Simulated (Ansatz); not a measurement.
Diamond-structure Ge, treated with Hartree–Fock in Ansatz (PAW).

Run with plane-wave cutoff 460 eV, 8×8×8 k mesh, Fermi–Dirac smearing 0.01 eV, scalar-relativistic PAW data made under PBE.

Results at a series of volumes:

| V (Å³/atom) | E − E_lowest (meV/atom) |
|---|---|
| 22.527 | 12.86 |
| 22.974 | 3.94 |
| 23.713 | 0.00 |
| 24.306 | 5.41 |
| 24.899 | 17.41 |

### Question
Fit the third-order Birch–Murnaghan equation and give B0 and B′.

### Answer
V0 = 23.573 Å³/atom, B0 = 83.4 GPa, B′ = 4.3 (fit to the energies at full precision).

Measured, for comparison: bulk modulus 77.3 GPa (low-temperature value with the zero-point effect removed, our sources range from 77.3 to 79.4; as tabulated in Tanner et al. (2021), arXiv:2110.11888); equilibrium volume per atom 22.47 Å³/atom (static lattice: zero-point anharmonic expansion removed; as tabulated in Mejia-Rodriguez and Trickey (2018), arXiv:1807.09216). Computed (rounded) less measured: bulk modulus +8 % (+5 % to +8 % over the range), equilibrium volume per atom +4.9 %.

The computed numbers hold no vibrational or temperature effects.

Ansatz is a quantum-chemistry and plane-wave program.
